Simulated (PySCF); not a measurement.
**OH⁺ from Hartree–Fock to correlated methods**

State: ³Σ⁻ (triplet), unpaired electrons π ↑↑. Set-up: PySCF, no relativity, basis sets H aug-pcseg-1, O aug-pcseg-1. De refers to H⁺ + O in their high-spin ground configurations, without counterpoise correction. The functionals are run spin-unrestricted. A positive dipole points towards O; it is taken about the centre of mass and depends on that origin.

```csv
Level,Re (Å),ωe (cm⁻¹),De (eV),μ (D)
UHF,1.012,3320,5.12,-2.29
UHF-MP2,1.029,3158,5.15,n/a
UHF-SCS-MP2,1.030,3152,5.20,n/a
UHF-CCSD,1.036,3079,5.22,n/a
UHF-CCSD(T),1.037,3061,5.22,n/a
PBE,1.055,2893,5.08,-2.25
PBEsol,1.059,2874,5.05,-2.26
revPBE,1.053,2903,5.15,-2.22
r²SCAN,1.042,3006,5.14,-2.25
PBE0,1.038,3053,5.10,-2.26
BHandHLYP,1.029,3145,5.00,-2.29
```

(1) Which functional lies closest to UHF-CCSD(T) in De, which farthest, and by how much do they differ from it?

(2) What does a quarter of exact exchange do here, going from PBE to PBE0?

(3) What does the step from GGA to meta-GGA do here, going from PBE to r²SCAN?

Correlated steps freeze 1 core orbital. Correlated levels converge slowly with the basis: in double zeta they bind strong bonds too weakly, by up to about 1 eV, and carry superposition errors of some tenths. For an ion De counts to the pair picked by the measured ionisation energies or electron affinities, which need not be the lowest pair at this level. The state is the lowest determinant that a PBE0 search found; another state may lie lower at other levels.

The whole job (state search and all levels along the bond) took about 0.47 min on 1 thread of Arm Neoverse V1 (shared host), peak memory 0.37 GiB.

Answers

(1) Closest is revPBE (+1.6 pm in Re, -5.2 % in ωe, -0.07 eV in De against UHF-CCSD(T) in the same basis), farthest BHandHLYP (-0.8 pm in Re, +2.7 % in ωe, -0.22 eV in De). CCSD(T) converges more slowly with the basis than the functionals do and binds too weakly in this one, so the order can change at the basis-set limit.

(2) PBE0 less PBE: -1.7 pm in Re, +5.5 % in ωe, +0.02 eV in De. Exact exchange removes part of the self-interaction that spreads semilocal densities, and in most molecules shortens and stiffens the bond and lowers De; here De goes the other way.

(3) r²SCAN less PBE: -1.3 pm in Re, +3.9 % in ωe, +0.06 eV in De.
